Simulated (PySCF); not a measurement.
# CCl3F: the cost of one run

Computed with PySCF 2.14.0, with density-fitted response routines of our own, on a single molecule in the gas phase. Atoms are numbered from 0 throughout.

## Step 1: Starting geometry

5 atoms, charge 0, multiplicity 1; geometry from: MMFF94s. The atoms were then displaced at random by about 0.03 Å, so the start is not that level's minimum.

Bonds of the start (Å): F0–C1 1.38, C1–Cl2 1.74, C1–Cl3 1.68, C1–Cl4 1.78.

## Step 2: Geometry optimisation at PBE0-D3(BJ)/def2-SVP

Job settings and geometry (Å):

```
{"job": {"xc": "PBE0", "basis": "def2-SVP", "d3": "d3bj", "grid": 1, "shake": 0.03, "kind": "geom"}, "charge": 0, "multiplicity": 1}
F      0.057230    -0.103200     1.442760
C     -0.017230    -0.014880     0.063570
Cl     1.459520    -0.717640    -0.535160
Cl    -1.281820    -0.938960    -0.532240
Cl    -0.142860     1.664210    -0.501040
```

Run with:

```sh
$ OMP_NUM_THREADS=1 python probes_run.py task.json out
```

One launch serves the whole session: the jobs run in the order shown.

Q: Estimate the wall time and peak memory of this first job on 1 thread of Intel Xeon 6975P-C, shared host.

About 10 s, with a peak of 0.35 GiB.
